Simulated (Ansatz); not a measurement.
## Ansatz (development build ahead of 0.2.0) run

```yaml
crystal:
  periodic: [false, false, false]
  atoms:
    - { symbol: C, position_ang: [0.0, 0.0, 0.0] }
    - { symbol: C, position_ang: [0.0, 0.0, 1.4742] }
basis:
  gaussian: { orbitals: def2-SVP }
total_charge: 1
magnetization:
  initial_magnetization: 3
hamiltonian:
  xc: hf
correlation:
  method: mp2
  frozen_orbitals: { C: 1 }
scf:
  omitted_lower_state_checks: [stability, starts, atomic_configurations, cluster_reference, orbital_swaps, given_window_search, neighbouring_geometries, increment]
```

The input is written out in the form of the current development build from the run's settings. Correlation on restricted open-shell orbitals is semicanonical, with singles.

Output:

```yaml
Converged: yes
Reference_energy: -75.00271 hartree
Correlation_energy: -0.18485 hartree
Total_energy: -75.18756 hartree
Spin_squared_of_the_determinant: 3.750
Occupied_orbitals_by_symmetry_in_an_Abelian_subgroup_alpha;_beta: 3 Ag 2 B1u 1 B2u 1 B3u; 2 Ag 2 B1u
```

Messages of the program:
```
mean field -2040.92764928 eV, -75.0027077204 hartree, gradient 2.1e-6 eV, S^2 3.750000; 0 other ends of a descent, 0 dependent functions left out
```

The reference isn't the lowest determinant (another lies 0.58 eV lower), but the same method gives a higher total on the lower determinant. Caution: an unrestricted determinant lies well below.
